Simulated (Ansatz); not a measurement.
For rhombohedral A7 Bi, PBEsol-D3(BJ) (Ansatz, a program for electronic structure, PAW) gives:

- lattice constant a = 4.472 Å
- lattice parameter c = 11.283 Å
- bulk modulus = 47.2 GPa
- cohesive energy = 3.39 eV/atom

### Question
What does r²SCAN in Ansatz (PAW) give for the same quantities?

### Answer

- lattice constant a: 4.531 Å (grows by 1.3 %)
- lattice parameter c: 12.421 Å (grows by 10 %)
- bulk modulus: 23.7 GPa (shrinks by 50 %)
- cohesive energy: 2.28 eV/atom (falls by 1.11 eV/atom)

For comparison: lattice constant a 4.533 Å (measured, low temperature, zero-point motion not removed, hexagonal setting; as tabulated in Arnaud et al. (2016), arXiv:1602.08959); lattice parameter c 11.796 Å (measured, low temperature, zero-point motion not removed, hexagonal setting; as tabulated in Arnaud et al. (2016), arXiv:1602.08959); bulk modulus 32.1 GPa (measured, copied from a table, unchecked, extrapolated to 0 K and zero-point effects removed; as tabulated in Lejaeghere et al. (2013), arXiv:1204.2733).

Changes are worked out from the printed values.

Unless a cell is named, each level is at its own relaxed cell (PBEsol-D3(BJ) 32.57, r²SCAN 36.80 Å³/atom).

Levels without +SOC leave out spin–orbit coupling, which shifts energies and cells of such heavy elements.

Caveats: the cell comes from a level without a dispersion term, which matters for the spacing of layers, chains or molecules (r²SCAN). Ansatz's density-functional and Hartree–Fock values are scalar-relativistic unless marked +SOC, with PAW data made under PBE.
